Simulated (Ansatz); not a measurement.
Cost and result for the atomization energy of AlClH₂, SMILES `[AlH2][Cl]` (4 atoms, 3 bonds).

The species carries charge 0 and has multiplicity 1. The geometry is a stationary point of PBE0-D4/def2-TZVP. Program: Ansatz. All runs use 4 threads of an Arm Neoverse V1 on a shared host. Times are those of one run each, without the atoms' runs, and a repeat can differ threefold. Electronic energies, without spin–orbit coupling; frozen cores. CCSD(T)/CBS extrapolates def2-TZVPP and def2-QZVPP, and its time is that of the two runs behind it. T1 = 0.008. HSE06 is the plane-wave form, built on full-range PBE exchange.

CCSD(T)/CBS is a level of theory with its own doubt, some kJ/mol a heavy atom from the limit and from the frozen cores, so smaller differences don't rank the functionals.

```
                             level  functions  wall time
                  CCSD(T)/def2-SVP         46      0.2 s
              revPBE-D4/def2-TZVPP        112      0.4 s
   PBE-D4/def2-TZVPP (with forces)        112      0.5 s
               BHLYP-D4/def2-TZVPP        112     0.55 s
               HSE06-D4/def2-TZVPP        112     0.65 s
               PBE-QIDH/def2-TZVPP        112     0.75 s
                CCSD(T)/def2-TZVPP        112     0.85 s
             r2SCANh-D4/def2-TZVPP        112      1.1 s
r2SCAN-D4/def2-TZVPP (with forces)        112      1.2 s
                ωB97X-V/def2-TZVPP        112      1.4 s
                 B97M-V/def2-TZVPP        112      1.6 s
                CCSD(T)/def2-QZVPP        200      4.3 s
                 CCSD(T)/CBS(def2)          –      5.2 s
```

Problem. What atomization energy does each give, and how far from CCSD(T)/CBS? (An estimate is asked.)

Solution. Ansatz gave: 
```json
{"level": "CCSD(T)/def2-SVP", "atomization (kcal/mol)": "233.1", "difference from CCSD(T)/CBS": "-16.3", "per bond": "-5.4"}
{"level": "revPBE-D4/def2-TZVPP", "atomization (kcal/mol)": "238.4", "difference from CCSD(T)/CBS": "-11.0", "per bond": "-3.7"}
{"level": "PBE-D4/def2-TZVPP (with forces)", "atomization (kcal/mol)": "241.7", "difference from CCSD(T)/CBS": "-7.7", "per bond": "-2.6"}
{"level": "BHLYP-D4/def2-TZVPP", "atomization (kcal/mol)": "243.1", "difference from CCSD(T)/CBS": "-6.3", "per bond": "-2.1"}
{"level": "HSE06-D4/def2-TZVPP", "atomization (kcal/mol)": "242.1", "difference from CCSD(T)/CBS": "-7.3", "per bond": "-2.4"}
{"level": "PBE-QIDH/def2-TZVPP", "atomization (kcal/mol)": "244.4", "difference from CCSD(T)/CBS": "-5.0", "per bond": "-1.7"}
{"level": "CCSD(T)/def2-TZVPP", "atomization (kcal/mol)": "241.9", "difference from CCSD(T)/CBS": "-7.5", "per bond": "-2.5"}
{"level": "r2SCANh-D4/def2-TZVPP", "atomization (kcal/mol)": "247.4", "difference from CCSD(T)/CBS": "-2.0", "per bond": "-0.6"}
{"level": "r2SCAN-D4/def2-TZVPP (with forces)", "atomization (kcal/mol)": "248.4", "difference from CCSD(T)/CBS": "-1.0", "per bond": "-0.3"}
{"level": "ωB97X-V/def2-TZVPP", "atomization (kcal/mol)": "249.2", "difference from CCSD(T)/CBS": "-0.2", "per bond": "-0.1"}
{"level": "B97M-V/def2-TZVPP", "atomization (kcal/mol)": "255.7", "difference from CCSD(T)/CBS": "6.3", "per bond": "2.1"}
{"level": "CCSD(T)/def2-QZVPP", "atomization (kcal/mol)": "246.4", "difference from CCSD(T)/CBS": "-3.0", "per bond": "-1.0"}
{"level": "CCSD(T)/CBS(def2)", "atomization (kcal/mol)": "249.4", "difference from CCSD(T)/CBS": "0.0", "per bond": "0.0"}
```

From r2SCAN to r2SCAN0 (25 % exact exchange), in def2-TZVPP and without D4, the atomization energy moves by −2.3 kcal/mol: exact exchange takes away binding that semilocal exchange gives to molecules. Leaving LDA and LC-ωPBE aside and taking each functional with its dispersion term where it has one, the values spread over 17.3 kcal/mol, from revPBE-D4 to B97M-V. LDA lies +26.6 kcal/mol from PBE without D4, its usual overbinding. At CCSD(T), def2-SVP lies −16.3 kcal/mol from the extrapolated value and def2-TZVPP −7.5 kcal/mol: correlation converges slowly with the basis, and small sets miss more of it in the bonded molecule than in its fragments.
